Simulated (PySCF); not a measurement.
Species: C₄H₇ClO.
Bonds: C1–C2, C2–C3, C2–C4, C4–O5 (double), C4–Cl6. Hydrogens: H7, H8, H9 on C1; H10 on C2; H11, H12, H13 on C3.

Level of theory: PySCF 2.14.0, PBE0-D3(BJ)/def2-SVP geometry optimisation, gas phase.

(1) What internal coordinates does the optimisation give?

## Answers

(1) 
| bond | length (pm) |
| --- | --- |
| C1–C2 | 153.0 |
| C2–C3 | 152.1 |
| C2–C4 | 151.1 |
| C4=O5 | 118.2 |
| C4–Cl6 | 180.0 |
| C1–H7 and 5 like bonds | 110.0 |
| C2–H10 | 110.4 |

Bonds in one row agree within 1 pm and their mean is given. A selection of angles:
| angle | degrees |
| --- | --- |
| C2–C1–H7 | 109.6 |
| C2–C1–H8 | 111.5 |
| H7–C1–H8 | 108.5 |
| C1–C2–C3 | 112.6 |
| C1–C2–C4 | 110.2 |
| C1–C2–H10 | 108.0 |
| C3–C2–H10 | 110.1 |
| C4–C2–H10 | 105.5 |
| C2–C4–O5 | 127.5 |
| C2–C4–Cl6 | 112.4 |
| O5–C4–Cl6 | 120.1 |

Torsions: C1–C2–C4–O5 113° (anticlinal). The mirror-image conformer, all signs reversed, is as good.

Of the pairs four or more bonds apart, Cl6···H8 is among the closest relative to their van der Waals radii: 2.79 Å, 95 % of the sum of Bondi's values.

Point group: C1 (no symmetry element, even within 0.4 Å). PBE0-D3(BJ)/def2-SVP frequencies: not computed here. The numbers are those of one conformer.

Hardware: an Arm Neoverse V1 with one thread, no GPU (shared host). Cost: 54 s wall, 0.52 GiB resident at most. That covers the optimisation of the geometry.
